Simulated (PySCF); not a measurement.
Molecule: SMILES CC1=CCC1, C₅H₈.

Cartesian coordinates in Å; atom numbers follow the order of the lines, from 1:
```xyz
13

C     1.890   -0.045   -0.046
C     0.416    0.109   -0.036
C    -0.443    1.115   -0.196
C    -1.663    0.258    0.002
C    -0.669   -0.918    0.183
H     2.372    0.904   -0.268
H     2.238   -0.401    0.924
H     2.189   -0.780   -0.794
H    -0.339    2.167   -0.394
H    -2.321    0.173   -0.863
H    -2.259    0.492    0.883
H    -0.680   -1.383    1.167
H    -0.735   -1.693   -0.580
```

Frames of a GFN2-xTB Langevin trajectory at 300 K; GIAO PBE0/pcSseg-1 shieldings in PySCF 2.14.0 with density-fitted response routines, gas phase, non-relativistic; equivalent atoms averaged within each frame.

Shifts are taken against calculated references (same method and geometry level): TMS for ¹³C (186.93 ppm), ¹H (31.72 ppm). The references are static minima.

Q: How do the shifts (ppm) fluctuate along the trajectory?

A: 
```
         time (fs)     C2     C3    C4    C5    C1    H9  H10/H11  H6/H7/H8  H12/H13
               250  156.1  137.9  37.0  33.0  22.0  6.12     3.39      2.38     2.20
               425  161.2  133.9  29.4  35.0  22.7  6.22     2.19      2.26     2.87
               625  152.6  137.3  30.4  39.8  15.9  6.93     1.99      1.96     3.08
               800  154.6  139.4  36.4  36.9  20.7  5.88     3.48      2.02     2.53
              1000  156.3  136.0  25.3  33.4  22.5  6.22     2.61      2.26     1.88
    mean of frames  156.2  136.9  31.7  35.6  20.8  6.27     2.73      2.18     2.51
standard deviation    3.2    2.1   5.0   2.8   2.8  0.39     0.68      0.18     0.49
```

5 frames give an uncertainty of the mean of about the standard deviation over 2.2 at best, since frames this close in time may not be independent; classical motion lacks zero-point vibration, and the reference would need the same averaging.
